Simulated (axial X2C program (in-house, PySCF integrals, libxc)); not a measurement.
**Outer orbitals of MgAl at 2.903 Å, LDA**

All values were computed with an axial X2C code built on PySCF integrals. Spin-free means the one-electron spin-free X2C Hamiltonian; two-component (2c) means X2C with spin–orbit coupling and atomic mean-field two-electron Coulomb and Gaunt terms, so the difference of the two also holds small scalar two-electron terms. Basis: Al dyall-v3z [8s8p2d1f], Mg dyall-cv3z [9s8p6d3f] (cores contracted in-house); Gaussian nuclei, density fitting, unrestricted open shells. Masses: Al 26.982 u, Mg 23.985 u.

The distance is close to the 2c PBE0 minimum; the highest filled and lowest empty levels are listed.

Spin-free orbitals, state M_S = 1/2, Λ = 1 (beyond evenly filled blocks: π+α) (Löwdin shares):

```json
{"symmetry": "σα", "occupied": "yes", "ε (eV)": "-8.25", "atomic character": "72% Al s, 14% Mg s, 10% Mg p"}
{"symmetry": "σβ", "occupied": "yes", "ε (eV)": "-7.73", "atomic character": "71% Al s, 16% Mg s, 10% Mg p"}
{"symmetry": "σα", "occupied": "yes", "ε (eV)": "-5.12", "atomic character": "55% Mg s, 30% Al p, 10% Al s"}
{"symmetry": "σβ", "occupied": "yes", "ε (eV)": "-4.93", "atomic character": "56% Mg s, 26% Al p, 10% Al s"}
{"symmetry": "π+α", "occupied": "yes", "ε (eV)": "-3.18", "atomic character": "76% Al p, 21% Mg p, 2% Mg d"}
{"symmetry": "π-α", "occupied": "no", "ε (eV)": "-3.18", "atomic character": "76% Al p, 21% Mg p, 2% Mg d"}
{"symmetry": "σα", "occupied": "no", "ε (eV)": "-2.85", "atomic character": "42% Al p, 38% Mg p, 16% Mg s"}
{"symmetry": "σβ", "occupied": "no", "ε (eV)": "-2.67", "atomic character": "45% Al p, 40% Mg p, 12% Mg s"}
{"symmetry": "π-β", "occupied": "no", "ε (eV)": "-2.65", "atomic character": "68% Al p, 29% Mg p"}
{"symmetry": "π+β", "occupied": "no", "ε (eV)": "-2.65", "atomic character": "68% Al p, 29% Mg p"}
```

A filled and an empty partner (Λ and −Λ, same spin) share one energy because the functional has no current term.

Spinors with spin–orbit coupling (state Ω = 1/2):

```
   ω  occupied  ε (eV)              atomic character  λ mixture
-1/2       yes   -8.25  72% Al s, 14% Mg s, 10% Mg p     100% σ
 1/2       yes   -7.73  71% Al s, 16% Mg s, 10% Mg p     100% σ
-1/2       yes   -5.12  55% Mg s, 30% Al p, 10% Al s     100% σ
 1/2       yes   -4.93  56% Mg s, 26% Al p, 10% Al s     100% σ
 1/2       yes   -3.18   76% Al p, 21% Mg p, 2% Mg d     100% π
-3/2        no   -3.17   76% Al p, 21% Mg p, 2% Mg d     100% π
-1/2        no   -2.84  42% Al p, 38% Mg p, 16% Mg s     100% σ
 1/2        no   -2.67  45% Al p, 40% Mg p, 12% Mg s     100% σ
-1/2        no   -2.65            68% Al p, 29% Mg p     100% π
 3/2        no   -2.64            68% Al p, 29% Mg p     100% π
```

Mulliken charges and populations of the two-component result (they depend on the basis, above all on diffuse functions):

Al -0.11 e (s 5.91 p 7.18 d 0.02), Mg 0.11 e (s 5.61 p 6.26 d 0.02). ⟨Lz⟩ = 1.00 ħ and ⟨Sz⟩ = -0.50 ħ (-0.43 and -0.07 on the two atoms), which add up to Ω.

Occupations by symmetry block were frozen at the best pattern of an incomplete PBE0 search. Density functionals use the spin component along the axis (collinear). PBE0 can misorder states that lie within some tenths of an eV, so this need not be the ground state of the molecule. The nearest other spin-free determinant of the search, M_S = 1/2, Λ = 0, lies 0.27 eV up at the distance of the search. The functionals have no current-density term, which raises determinants with orbital currents, atoms included.
